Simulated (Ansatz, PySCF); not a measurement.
Wanted: the gas-phase enthalpy of formation of C=C=O at 298 K. Reaction (SMILES): C=C=O + C (CH4) -> C=C (C2H4) [ethene] + C=O (CH2O); bond separation energy.

Geometries: B3LYP-D3(BJ)/def2-TZVP minima from Ansatz (a program for electronic structure). Valence correlation only, unless marked. UHF or UKS for open shells. No spin-orbit coupling. No relativistic terms. CBS marks a two-point X^-3 extrapolation of the correlation energy; Hartree-Fock from the larger set. Thermal terms are rigid-rotor harmonic-oscillator values from B3LYP-D3(BJ) frequencies (PySCF) at 298.15 K and 1 atm. 1 Eh = 627.5095 kcal/mol. PBE is always shown; the other two functionals were drawn at random. The atomisation route leaves out scalar relativity and anharmonic zero-point terms, the atoms' spin-orbit terms, and in the frozen-core level the core correlation. Atomic data: G2/97 table in ASE.

Tabulated enthalpies of formation of the partners: C (CH4) -17.8 kcal/mol, ATcT 1.112; C=C (C2H4) 12.6 kcal/mol, ATcT 1.112; C=O (CH2O) -26.1 kcal/mol, ATcT 1.112.

| level | computed ΔH of the reaction (kcal/mol) | ΔHf by atomisation and measured atoms (kcal/mol) |
|---|---|---|
| PBE/def2-TZVPD (Ansatz) | 21.1 | -36.3 |
| B3LYP-D3(BJ)/def2-TZVPD (Ansatz + dftd3) | 18.2 | -14.2 |
| PBE0-D4/def2-TZVPD (Ansatz + dftd4) | 19.9 | -17.2 |
| CCSD(T)/CBS(cc-pVTZ,cc-pVQZ) (Ansatz) | 15.7 | -9.6 |

Q: Derive ΔHf from the reaction at each level, and compare how far the levels part by the two routes.

A: 
The partners sum to 4.3 kcal/mol (products minus other reactants), so ΔHf = (4.3 - ΔH):
- PBE/def2-TZVPD: -16.8; errors -5.2 by the reaction, -24.7 by atomisation
- B3LYP-D3(BJ)/def2-TZVPD: -13.9; errors -2.3 by the reaction, -2.6 by atomisation
- PBE0-D4/def2-TZVPD: -15.6; errors -4.0 by the reaction, -5.6 by atomisation
- CCSD(T)/CBS(cc-pVTZ,cc-pVQZ): -11.4; errors +0.2 by the reaction, +2.0 by atomisation
All levels span 5.4 kcal/mol by the reaction and 26.7 by atomisation; without PBE they span 4.2 and 7.6. The errors are against the measured -11.6 kcal/mol (ATcT 1.112).
